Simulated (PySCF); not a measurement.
Compound: H3Si(SH), H₄SSi.
InChI=1S/H4SSi/c1-2/h1H,2H3

The closed-shell ground state was solved at several levels (PySCF, density fitting, gas phase, non-relativistic). Isolated species at its PBE0-D3(BJ)/def2-TZVP geometry, gas phase.

| level | basis functions | HOMO (eV) | LUMO (eV) | gap (eV) | dipole (D) |
| --- | --- | --- | --- | --- | --- |
| KT3/pcSseg-2 | 142 | -6.41 | -0.91 | 5.50 | 1.11 |
| wB97X-D/pcSseg-2 | 142 | -9.40 | 1.64 | 11.04 | 1.26 |
| PBE0/pcSseg-2 | 142 | -7.54 | -0.08 | 7.46 | 1.21 |

Q: What might B97-2/pcSseg-2 (142 basis functions) give for the same quantities?

A: HOMO -7.30 eV, LUMO -0.06 eV, gap 7.24 eV, dipole 1.19 D.

Q: Over all these levels, which gives the widest orbital gap and which the narrowest?

A: wB97X-D/pcSseg-2 (range-separated hybrid) has the widest, 11.04 eV, and KT3/pcSseg-2 (GGA) the narrowest, 5.50 eV. From the narrowest to the widest the HOMO moves by -2.99 eV and the LUMO by +2.55 eV.

Q: In the pcSseg-2 basis, how does the gap go with the fixed share of exact exchange?

A: KT3 (0 %) 5.50 eV; B97-2 (21 %) 7.24 eV; PBE0 (25 %) 7.46 eV. Each rise in the share widens the gap here.

Q: How far do the dipole and the HOMO energy spread over the levels?

A: The dipole runs from 1.11 to 1.26 D (mean 1.19 D) and the HOMO from -9.40 to -6.41 eV.
